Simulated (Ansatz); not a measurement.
# CHSi₂ (sextet): wave-function methods side by side, cc-pVDZ

The task here is to estimate one member of a computed series from the others.

Program: Ansatz 0.2.0, Gaussian basis. Level of theory: cc-pVDZ, core rule «outside noble gas», up to 11 orbitals frozen. These are calculated values, not measurements.

Plan: UHF; CCSD(T) on ROHF; CCSD(T) on UHF; BCCD(T) on ROHF; CISD; CCSDT(Q) on ROHF; CCSDT(Q) on UHF; CASSCF and MRCISD+Q, 13 electrons in 11 orbitals; CASSCF and NEVPT2, 13 electrons in 11 orbitals.

27 further runs of the same task are left out: 1 for a known fault of the program, 11 that didn't finish, 15 set aside as unsound or not needed.

## The system

The geometry is a PBE0/def2-TZVP stationary point (not a proven minimum) of the parent state, kept for this charge and spin.

4 atoms, charge 0, spin multiplicity 6.

Atoms are counted from 1 here; the program's logs count them from 0.

Bond lengths: C1–Si2 1.685 Å, C1–H4 1.075 Å, Si2–Si3 2.242 Å. Angles: Si2–C1–H4 180.0°, C1–Si2–Si3 180.0°.

The first run:

Contents of in.yaml:

```yaml
crystal:
  periodic: [false, false, false]
  atoms:
    - {symbol: C, position_ang: [0.000000, 0.000000, 1.134195]}
    - {symbol: Si, position_ang: [0.000000, 0.000000, -0.550583]}
    - {symbol: Si, position_ang: [0.000000, 0.000000, -2.792583]}
    - {symbol: H, position_ang: [0.000000, 0.000000, 2.208970]}
basis:
  gaussian: {orbitals: cc-pVDZ}
magnetization: {spin_polarized: true, initial_magnetization: 5}
hamiltonian: {xc: hf}
output: {orbitals: {seedname: orbitals}}
```

Run with:

```console
> ansatz run in.yaml --threads 1 --pin off --events-out ev --progress --plain --max-ram 2393MiB
```

Steps of the session up to this table: UHF; CCSD(T) on ROHF; CCSD(T) on UHF; BCCD(T) on ROHF; CISD; CCSDT(Q) on ROHF; CCSDT(Q) on UHF; CASSCF and MRCISD+Q, 13 electrons in 11 orbitals; CASSCF and NEVPT2, 13 electrons in 11 orbitals.

One of the session's tables, all rows but one given; the rest of the session is left out.

It belongs to the step «Misses and costs». 

| method | from RCCSDT(Q) (meV) |
| --- | --- |
| ROHF | +7412.0 |
| UHF | +6934.3 |
| RMP2 | +1550.6 |
| UMP2 | ? |
| CISD | +994.8 |
| RCCSD | +332.6 |
| UCCSD | +322.5 |
| RCCSD(T) | +86.5 |
| UCCSD(T) | +90.4 |
| BCCD(T) | +86.8 |
| RCCSDT | +23.2 |
| UCCSDT | +19.3 |
| RCCSDT(Q) | 0 |
| UCCSDT(Q) | -2.2 |

Q: Estimate the row for UMP2 from the others.

The run gave: from RCCSDT(Q) (meV): +1668.1. In the column «from RCCSDT(Q) (meV)» it lies between RMP2 (+1550.6) and UHF (+6934.3).

Left out of the table: CASSCF frontier, NEVPT2 frontier, MRCISD frontier, MRCISD+Q frontier (the active space lost an orbital or holds another state than full CI finds).

Limits of these values: The program flags RCCSD(T) as in doubt, so those rows may rest on another solution; read them beside their warnings. Restricted and unrestricted rows rest on different reference determinants; where their highest levels disagree by more than a few hundredths of an eV, they describe different states and don't form one ladder. Warnings in the runs' records: passed over end.
